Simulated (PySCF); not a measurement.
Compound: 2-propanimine, C₃H₇N.
SMILES with atom numbers: `[CH3:1][C:2]([CH3:3])=[NH:4]` (hydrogens: H5, H6, H7 on C1; H8, H9, H10 on C3; H11 on N4)

The same species was optimised twice, with GFN2-xTB and with PBE0-D3(BJ)/def2-SVP (PySCF), and the same property calculations (PySCF, gas phase) were run on both structures.

| coordinate | GFN2-xTB | PBE0-D3(BJ)/def2-SVP | change |
| --- | --- | --- | --- |
| C2=N4 (Å) | 1.257 | 1.272 | +0.015 |
| C1–H5 (Å) | 1.088 | 1.102 | +0.014 |
| C1–H6 (Å) | 1.088 | 1.102 | +0.014 |
| C3–H10 (Å) | 1.089 | 1.102 | +0.013 |
| C3–H9 (Å) | 1.089 | 1.102 | +0.013 |
| C1–H7 (Å) | 1.085 | 1.097 | +0.012 |
| C3–H8 (Å) | 1.089 | 1.099 | +0.010 |
| N4–H11 (Å) | 1.019 | 1.026 | +0.007 |
| C1–C2 (Å) | 1.497 | 1.502 | +0.005 |
| C2–C3 (Å) | 1.506 | 1.506 | 0.000 |
| C2–N4–H11 (°) | 115.4 | 110.0 | -5.4 |
| H9–C3–H10 (°) | 107.9 | 106.6 | -1.3 |
| H5–C1–H6 (°) | 108.0 | 106.8 | -1.2 |
| C3–C2–N4 (°) | 126.2 | 125.2 | -1.0 |
| C2–C1–H5 (°) | 110.0 | 110.8 | +0.8 |
| C2–C3–H10 (°) | 109.9 | 110.6 | +0.7 |
| C1–C2–N4 (°) | 118.4 | 119.0 | +0.6 |
| C2–C3–H9 (°) | 109.9 | 110.6 | +0.7 |

Rotational constants: A = 9821, B = 8625, C = 4869 MHz (GFN2-xTB) against A = 9741, B = 8520, C = 4818 MHz (PBE0-D3(BJ)/def2-SVP). Point groups within 0.08 Å: Cs and Cs. Atoms that the bonding makes alike are paired by their places after alignment.

On the GFN2-xTB structure: lowest singlet, TDDFT (eV) 5.43 [PBE0/def2-SVPD]; lowest triplet, Tamm–Dancoff (eV) 4.60 [PBE0/def2-SVPD]; isotropic polarisability (au) 45.8 [PBE0/def2-SVPD]; HOMO (eV) -7.23 [PBE0/def2-SVPD]; LUMO (eV) 0.22 [PBE0/def2-SVPD]; dipole (D) 2.36 [PBE0/def2-SVPD].

Task: What do these properties become on the PBE0-D3(BJ)/def2-SVP structure?

Result: 
```csv
property,level,on GFN2-xTB,on PBE0-D3(BJ)/def2-SVP,change
"lowest singlet, TDDFT (eV)",PBE0/def2-SVPD,5.43,5.53,+0.10
"lowest triplet, Tamm–Dancoff (eV)",PBE0/def2-SVPD,4.60,4.68,+0.08
isotropic polarisability (au),PBE0/def2-SVPD,45.8,46.5,+0.7
HOMO (eV),PBE0/def2-SVPD,-7.23,-7.45,-0.22
LUMO (eV),PBE0/def2-SVPD,0.22,0.09,-0.13
dipole (D),PBE0/def2-SVPD,2.36,2.50,+0.14
"energy, GFN2-xTB geometry as zero (kcal/mol)",PBE0/def2-SVPD,0.0,-0.8,-0.8
```

The heavy atoms differ by 0.010 Å rms after alignment. Among all bonds C1–H5, C1–H6 and C2=N4 change most and about equally (+0.014 to +0.015 Å). Changes are differences of the printed values. Neither structure is proved a minimum here.
